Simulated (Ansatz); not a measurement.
# Relative stability

Two relaxed structures of AlSiH$_{2}$O (charge -1), closed shell (PBE0-D4/def2-TZVPD; forces vanish, vibrations not checked).

A:

```tsv
atom	x (Å)	y (Å)	z (Å)
O1	-0.3078	0.2599	0.9289
Al2	-0.1651	-0.9758	-0.3160
Si3	1.1898	0.9035	0.3788
H4	-1.4215	-2.0236	-0.2044
H5	0.7046	1.8361	-0.7873
```

B:

O1  (-0.342, 0.645, 0.176)
Al2  (-0.011, -1.099, -0.316)
Si3  (1.085, 0.562, 1.007)
H4  (-1.106, -2.144, 0.273)
H5  (0.217, -1.276, -1.914)
(Å)

Ansatz 0.2.0; basis: def2-TZVPPD; cores frozen in the correlated methods. B3LYP uses VWN-RPA correlation.

Task: Which structure is lower at CCSD(T), and by how much? (An estimate is asked for; the value comes from the calculation.)

Result: Computed: B, by 8.63 kcal/mol (electronic energy, against the other). By their contacts, A is AlSiH₂O ([O]1[AlH][SiH]1), total charge -1 and B is AlSiH₂O ([O]1[AlH2][Si]1), total charge -1.

All methods give the same order:

| method | E(B) − E(A) (kcal/mol) |
| --- | --- |
| PBE-D4 | -5.88 |
| r2SCAN-D4 | -6.78 |
| PBE0-D4 | -6.86 |
| B3LYP-D4 | -7.67 |
| wB97M-V | -8.31 |
| HF | -11.02 |
| MP2 | -8.84 |
| CCSD | -9.13 |
| CCSD(T) | -8.63 |

T1 diagnostic: at most 0.021. The restricted Hartree–Fock reference is unstable towards an unrestricted one at one or more of these structures.

Labels in which every atom is bracketed show which atoms are joined, not bond orders.

For scale, one of the runs: CCSD(T)/def2-TZVPPD, 170 basis functions, launched by `ansatz run in.yaml --threads 2 --pin off --events-out ev --progress --plain --max-ram 4352MiB`. The run took 19 s on 2 CPU threads of an Arm Neoverse V2 (shared host), with 1.3 GiB of host memory at its peak.
